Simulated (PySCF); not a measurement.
## Working out the ionisation energy of S

S [Ne] 3s2 3p4 (3P) → S⁺ [Ne] 3s2 3p3 (4S). Calculation: PySCF 2.14, in cc-pV(T+d)Z; the non-relativistic Hamiltonian (point nucleus). Frozen: [Ne]. Energies in hartree (1 hartree = 27.21139 eV):

```csv
part,S (lower),S⁺ (upper)
UHF,-397.509375,-397.170009
CCSD correlation,-0.140308,-0.109811
(T),-0.004760,-0.003586
```

Q: What does Hartree-Fock give?

A: (-397.170009) − (-397.509375) = 0.339366 hartree = 9.235 eV.

Q: What do CCSD and CCSD(T) give?

A: The CCSD correlation energies differ by 0.030497 hartree = 0.830 eV and the triples by 0.001174 hartree = 0.032 eV, so CCSD gives 10.065 eV and CCSD(T) 10.097 eV.

Measured between the centres of the two terms (NIST): 10.336 eV, so CCSD(T) (valence) is off by -0.239 eV.

What remains against the reference includes basis incompleteness, the frozen core and higher excitations.
